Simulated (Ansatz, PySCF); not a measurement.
System: hydrogen cyanide, CHN, charge 0, multiplicity 1. SMILES: N#C
Geometry: optimised at B3LYP-D3(BJ)/def2-TZVP (Ansatz, an electronic-structure program).

PBE beside other levels, property by property. Valence correlation only, unless marked. UHF or UKS for open shells. No spin-orbit coupling. Non-relativistic. CBS(X,Y): correlation extrapolated as X^-3; Hartree-Fock from the larger set (for Q and 5 zeta extrapolated as (X+1)exp(-9√X)). Rows marked 298 K are enthalpies with B3LYP-D3(BJ) harmonic zero-point and thermal terms from PySCF. Enthalpies of formation rest on the atoms' values in the G2/97 table (older ones for B and Si), with no core term in the frozen-core levels. Vertical energies are electronic, to the SCF solution reached for that spin. The coupled-cluster column (Ansatz) is a level with limits of its own: (a) CCSD(T)/CBS(cc-pVTZ,cc-pVQZ); (b) CCSD(T)/CBS(def2-TZVPPD,def2-QZVPPD); (c) CCSD(T)/CBS(cc-pVQZ,cc-pV5Z).

```json
[
 {"property": "vertical ionisation energy to the doublet (eV)", "SVWN5/def2-TZVPD (Ansatz)": "14.09", "B3LYP-D3(BJ)/def2-TZVPD (Ansatz + dftd3)": "13.74", "wB97M-V/def2-TZVPD (Ansatz)": "13.62", "coupled cluster": "13.88 (b)", "measured": "13.61"},
 {"property": "enthalpy of formation at 298 K by atomisation (kcal/mol)", "SVWN5/def2-TZVPD (Ansatz)": "-15.9", "B3LYP-D3(BJ)/def2-TZVPD (Ansatz + dftd3)": "30.4", "wB97M-V/def2-TZVPD (Ansatz)": "30.9", "coupled cluster": "32.9 (c)", "measured": "30.9"},
 {"property": "proton affinity at N, enthalpy at 298 K, to C#[NH+] (kcal/mol)", "SVWN5/def2-TZVPD (Ansatz)": "165.9", "B3LYP-D3(BJ)/def2-TZVPD (Ansatz + dftd3)": "170.5", "wB97M-V/def2-TZVPD (Ansatz)": "167.8", "coupled cluster": "170.1 (a)", "measured": "-"}
]
```

Measured values: Active Thermochemical Tables 1.112 (ions: stationary electron), as tabulated in the package chemicals; CCCBDB table in ASE; they hold spin-orbit effects, which all levels lack, and core correlation, which the frozen-core levels lack. This is an older compilation, not checked against later work.

Task: What does PBE/def2-TZVPD (Ansatz) give for each property, and on which side of the measured value, or else of coupled cluster, does it fall?

Result: 
- vertical ionisation energy to the doublet: PBE lies 0.16 eV above the measured value; PBE gives 13.77 eV.
- enthalpy of formation at 298 K by atomisation: PBE lies 12.5 kcal/mol below the measured value; PBE gives 18.4 kcal/mol.
- proton affinity at N, enthalpy at 298 K, to C#[NH+]: PBE lies 0.8 kcal/mol below coupled cluster; PBE gives 169.3 kcal/mol.
